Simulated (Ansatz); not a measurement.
Run this with the Python package of Ansatz (0.2.0) and show what comes out.

`run_composite.py`:
```python
import itertools

import ansatz as az
from ase import Atoms
from ase.data import atomic_numbers, covalent_radii
import numpy as np


def main() -> None:
    atoms = Atoms(["N", "O", "H"], positions=[
        (-0.0825, 0.4217, 0.0),
        (0.9719, -0.2213, 0.0),
        (-0.8894, -0.2003, 0.0),
    ])
    mol = az.Crystal.molecule_from_ase(atoms)

    model = (
        mol.calculation()
        .basis(gaussian="def2-SVP")
        .functional("pbe0")
        .accuracy("medium")
    )
    symbols = [site.symbol for site in mol.cartesian_sites]
    start = np.array([site.position_ang for site in mol.cartesian_sites], dtype=float)
    report = model.relax(force_tolerance=0.01).run().report
    end = np.array(report["positions_ang"])
    radius = [covalent_radii[atomic_numbers[s]] for s in symbols]
    span = lambda where, i, j: np.linalg.norm(where[i] - where[j])
    bonded = [(i, j) for i, j in itertools.combinations(range(len(symbols)), 2) if min(span(start, i, j), span(end, i, j)) < 1.2 * (radius[i] + radius[j])]
    print("pair        before    after (A)")
    for i, j in bonded:
        print(f"{symbols[i]}{i}-{symbols[j]}{j}".ljust(10), f"{span(start, i, j):8.4f} {span(end, i, j):8.4f}")

    minimum = az.Crystal.molecule()
    for symbol, place in zip(symbols, end):
        minimum = minimum.atom(symbol, place.tolist())
    at_minimum = minimum.calculation()
    level = lambda method, basis: at_minimum.basis(gaussian=basis).correlation(method).run().report
    small, large, cluster = level("mp2", "cc-pVDZ"), level("mp2", "cc-pVTZ"), level("ccsd_t", "cc-pVDZ")
    corr = lambda each: (each["free_energy_ev"] - each["reference_energy_ev"]) / 27.211386246
    mp2_limit = (27 * corr(large) - 8 * corr(small)) / 19
    pieces = {"HF / cc-pVTZ": large["reference_energy_ev"] / 27.211386246, "MP2 correlation, DZ-TZ limit": mp2_limit, "CCSD(T) - MP2 / cc-pVDZ": corr(cluster) - corr(small)}
    for name, value in pieces.items():
        print(f"{name:32s} {value:14.6f} Ha")
    print(f"{'sum':32s} {sum(pieces.values()):14.6f} Ha")
    print("T1 diagnostic", round(cluster["correlation"]["coupled_cluster"]["t1_diagnostic"], 4))


if __name__ == "__main__":
    main()
```

```console
$ python run_composite.py
pair        before    after (A)
N0-O1        1.2350   1.1889
N0-H2        1.0188   1.0708
HF / cc-pVTZ                        -129.838126 Ha
MP2 correlation, DZ-TZ limit          -0.470178 Ha
CCSD(T) - MP2 / cc-pVDZ               -0.023957 Ha
sum                                 -130.332260 Ha
T1 diagnostic 0.0154
```

What to keep in mind:
- These settings explore the input space; basis and method may be short of convergence.
- The sum leaves out core correlation, relativity, the Hartree-Fock basis error and zero-point energy; a DZ-TZ extrapolation is rough.
- Inner cores stay frozen, so this is valence correlation.
- Hardware and time: 4.5 s on 1 thread of Arm Neoverse V1, with other jobs on the host, peak memory 0.17 GiB.
